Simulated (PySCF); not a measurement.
# Dipole moment and polarisability of cyclohexane

Cyclohexane, C₆H₁₂.
SMILES with atom numbers: `[CH2:1]1[CH2:2][CH2:3][CH2:4][CH2:5][CH2:6]1` (hydrogens: H7, H8 on C1; H9, H10 on C2; H11, H12 on C3; H13, H14 on C4; H15, H16 on C5; H17, H18 on C6)

Cartesian coordinates in Å at the GFN2-xTB level; atoms count from 1:
```xyz
18
C6H12 angstrom
C      1.324   -0.611   -0.159
C      1.168    0.835    0.302
C     -0.114    1.439   -0.263
C     -1.325    0.612    0.158
C     -1.169   -0.834   -0.303
C      0.113   -1.439    0.262
H      1.416   -0.635   -1.247
H      2.234   -1.041    0.264
H      2.030    1.424   -0.020
H      1.131    0.864    1.394
H     -0.227    2.468    0.085
H     -0.052    1.461   -1.354
H     -2.236    1.041   -0.266
H     -1.419    0.637    1.246
H     -2.031   -1.423    0.018
H     -1.131   -0.864   -1.394
H      0.226   -2.467   -0.087
H      0.053   -1.462    1.353
```

Level: PBE0/def2-SVPD (PySCF), static field, nuclei fixed, core orbitals frozen in the response. The polarisability tensor in these axes (au):

```
x   72.18  0.00  0.56
y    0.00 72.21 -0.10
z    0.56 -0.10 62.70
```

Problem. What are the eigenvalues, a third of the trace, and Δα (Δα² = ½Σ(αi − αj)² over the three pairs)?

Solution. Principal values 62.67, 72.21 and 72.21 au; mean 69.03 au = 10.23 Å³ = 11.38 × 10⁻⁴⁰ C²·m²/J; Δα = 9.54 au (14 % of the mean).

Problem. What is the dipole moment?

Solution. 0.00 D; point group D3d allows none.

Problem. Find the Langevin capture rate constant for NH4+ (18.034 u) meeting this molecule (84.094 u), k = 2.342 × 10⁻⁹ cm³/s × √(α in Å³ / reduced mass in u).

Solution. The reduced mass is 14.85 u, so k = 1.94 × 10⁻⁹ cm³/s.

Problem. Form Σ f/ω² (atomic units) for the 8 lowest TDDFT singlets, given as eV and f, and set it beside the mean polarisability, which is this sum over all singlets: 8.01, 0.0000; 8.01, 0.0000; 8.47, 0.0000; 8.47, 0.0000; 8.63, 0.0023; 8.64, 0.0000; 8.68, 0.0348; 8.68, 0.0348.

Solution. They add up to 0.71 au, 1.0 % of the 69.03 au; the largest single term is 0.34 au, from the state at 8.68 eV. Terms in order: 0.00, 0.00, 0.00, 0.00, 0.02, 0.00, 0.34, 0.34 au. Higher excitations give the rest. The strengths listed sum to 0.072.

Problem. Traceless (Buckingham) quadrupole moment about the centre of nuclear charge: eigenvalues?

Solution. -0.48, -0.47, 0.95 D·Å. With no charge and no dipole, the values don't depend on the origin. The electronic extent ⟨r²⟩ about the same centre is 583 bohr², a root-mean-square distance of 1.84 Å for the 48 electrons.

Isolated species at its GFN2-xTB geometry (one conformer only).

The run behind these numbers computed excited states as well. The run took 26 s of wall time on one thread of an x86-64 server, shared host.
